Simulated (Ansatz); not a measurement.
# HS (SMILES [SH]): UB3LYP/6-31G(d) (spherical functions)

What is the energy change on altering one bond length of HS at UB3LYP/6-31G* (spherical functions)? 

Program for the calculation: Ansatz 0.2.0.

10 further runs of the same task are left out: 10 set aside as unsound or not needed.

## Step 1: The structure to begin with

HS has 2 atoms, charge 0, and is taken as a doublet. As SMILES, `[SH]`. Geometry: relaxed at GFN2-xTB.

Bond lengths: S1–H2 1.330 Å.

## Step 2: The energy at UB3LYP/6-31G(d) (spherical functions)

The input, in.yaml:

```yaml
crystal:
  periodic: [false, false, false]
  atoms:
    - {symbol: S, position_ang: [0.568010, -0.185670, 0.292090]}
    - {symbol: H, position_ang: [-0.568010, 0.185670, -0.292090]}
basis:
  gaussian: {orbitals: 6-31Gs-spherical.json}
accuracy: high
hamiltonian: {xc: {name: B3LYP}}
output: {orbitals: {seedname: orbitals}}
magnetization: {spin_polarized: true, initial_magnetization: 1}
```

The basis set 6-31G* is read from a file made from the Basis Set Exchange's data (not shown).

Run with:

```sh
$ ansatz run in.yaml --threads 1 --pin off --max-ram 2610MiB --events-out events.jsonl --progress --plain --runs-dir runs
```

Standard output:

```text
Warning: RAYON_NUM_THREADS=1 ignored (pool sized by the plan → 1); use --threads N
Functional definition: B3LYP
  name "B3LYP"
  parameter a0 = 0.2
  parameter ax = 0.72
  parameter ac = 0.81
  exchange = (1 - a0 - ax)*slater_x + ax*b88_x + a0*exact_x
  correlation = (1 - ac)*vwn_rpa_c + ac*lyp_c
314 factors; integrals over basis functions are off by at most 2.9e-9 eV
mean field evaluation 1: about -10849.9614 eV, gradient 5.0e0 eV
mean field evaluation 2: about -10850.0568 eV, gradient 3.6e0 eV
mean field evaluation 4: about -10850.1451 eV, gradient 2.8e-1 eV
mean field evaluation 8: about -10850.1791 eV, gradient 2.8e-3 eV
mean field evaluation 16: about -10850.1791 eV, gradient 1.7e-7 eV
mean field -10850.17913671 eV, -398.7367287585 hartree, gradient 2.0e-8 eV, S^2 0.752411; 0 other end points of the search recorded, 0 dependent functions left out
reference -10850.17916069 eV, -398.7367296399 hartree; 9, 8 occupied and 11, 12 virtual orbitals, 314 factors
Total energy: -10850.17916069 eV, -398.7367296399 hartree
```

Wall time 2.1 s (1 thread of Intel Xeon Platinum 8375C at 2.90GHz (Ice Lake), shared host); peak memory 0.11 GiB.

## Step 3: The distorted shape, same level

The input, in.yaml:

```yaml
crystal:
  periodic: [false, false, false]
  atoms:
    - {symbol: S, position_ang: [1.476790, -0.482730, 0.759416]}
    - {symbol: H, position_ang: [-0.568010, 0.185670, -0.292090]}
basis:
  gaussian:
    orbitals: 6-31Gs-spherical.json
magnetization:
  spin_polarized: true
  initial_magnetization: 1
hamiltonian:
  xc: {name: B3LYP}
accuracy: high
output:
  orbitals: {seedname: orbitals}
```

The basis set 6-31G* is read from a file made from the Basis Set Exchange's data (not shown).

Run with:

```sh
$ ansatz run in.yaml --threads 1 --pin off --max-ram 2610MiB --events-out events.jsonl --progress --plain --runs-dir runs
```

Standard output, cut to the lines that bear on the results:

```text
Warning: RAYON_NUM_THREADS=1 ignored (pool sized by the plan → 1); use --threads N
[... 7 set-up lines as earlier in the session ...]
313 factors; integrals over basis functions are off by at most 2.9e-9 eV
mean field evaluation 1: about -10845.8532 eV, gradient 9.3e0 eV
mean field evaluation 2: about -10841.3313 eV, gradient 2.1e1 eV
mean field evaluation 4: about -10846.9274 eV, gradient 6.8e-1 eV
mean field evaluation 8: about -10846.8638 eV, gradient 1.0e-1 eV
mean field evaluation 16: about -10847.1596 eV, gradient 1.8e-8 eV
mean field evaluation 32: about -10847.1596 eV, gradient 5.2e-6 eV
mean field -10847.15958141 eV, -398.6257621480 hartree, gradient 1.7e-8 eV, S^2 1.261838; 4 other end points of the search recorded, 0 dependent functions left out
reference -10847.15960746 eV, -398.6257631054 hartree; 9, 8 occupied and 11, 12 virtual orbitals, 313 factors
Total energy: -10847.15960746 eV, -398.6257631054 hartree
```

It took 1.6 s on 1 thread of Intel Xeon Platinum 8375C at 2.90GHz (Ice Lake), shared host; peak memory 0.11 GiB.

## Step 4: Outcome

At UB3LYP/6-31G* (spherical functions):

```
                                                         quantity          value
                                        first shape: total energy  -398.73673 Eh
                  first shape: HOMO energy (highest over α and β)       -7.05 eV
                   first shape: LUMO energy (lowest over α and β)       -4.86 eV
                                                first shape: ⟨S²⟩          0.752
                                    distorted shape: total energy  -398.62576 Eh
              distorted shape: HOMO energy (highest over α and β)       -6.92 eV
               distorted shape: LUMO energy (lowest over α and β)       -4.71 eV
                                            distorted shape: ⟨S²⟩          1.262
energy change with the S1–H2 bond stretched from 1.330 to 2.395 Å       3.020 eV
```

What this shows: With the S1–H2 bond stretched from 1.330 to 2.395 Å the energy rises by 3.02 eV (70 kcal/mol). The first shape isn't relaxed at this level, so the change isn't measured from a minimum. ⟨S²⟩ (distorted shape) is 1.26 where a pure doublet has 0.75: the reference is spin-contaminated.
